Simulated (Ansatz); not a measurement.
Ansatz (a first-principles code) input:

Ansatz 0.2 input:
```yaml
crystal:
  periodic: [false, false, false]
  atoms:
    - {symbol: Be, position_ang: [-0.01585648, -0.02199778, 0.72240517]}
    - {symbol: H, position_ang: [0.00385138, -0.01885978, -0.67617744]}
basis:
  gaussian:
    orbitals: def2-TZVP
hamiltonian:
  xc: b3lyp
  dispersion: d3bj
total_charge: 1
relax: {f_tol: 0.002, max_steps: 150}
```

### Question
What final total energy does it print?

### Answer
-14.95349 Eh (B3LYP-D3(BJ)/def2-TZVP). The basis has 25 functions.
